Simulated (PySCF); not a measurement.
B3LYP has the VWN-RPA correlation part, as in Gaussian. Delta-SCF ions had no search for a lower state. Excitations are Tamm–Dancoff values on a coarser integration grid. The basis has no diffuse functions, so Rydberg states are missing or too high.

CH2F2, SMILES `FCF` (charge 0, multiplicity 1)

The numbers are results of B3LYP-D3(BJ)/def2-TZVP (PySCF), not measurements.

The HOMO is -9.73 eV and the dipole moment is 0.401 e·Å. The LUMO is 1.36 eV and the HOMO–LUMO gap is 11.08 eV. The S1 excitation (TDA) is 9.85 eV. The S1 oscillator strength comes out as 0.096 and the brightest of the four lowest singlets (TDA) is 9.85 eV. The T1 excitation (TDA) is 9.31 eV and the S1–T1 gap (TDA) comes out as 0.54 eV. The vertical ionisation energy (Delta-SCF) is 13.00 eV and the total energy is -239.0981 Ha. The cost comes out as roughly 22 core-seconds.

```xyz
5

F      1.2541     0.2139    -0.3431
C     -0.0305    -0.0717     0.0071
F     -0.6942     1.0995     0.2130
H     -0.0214    -0.6375     0.9402
H     -0.5079    -0.6042    -0.8172
```
Charge 0, spin multiplicity 1.
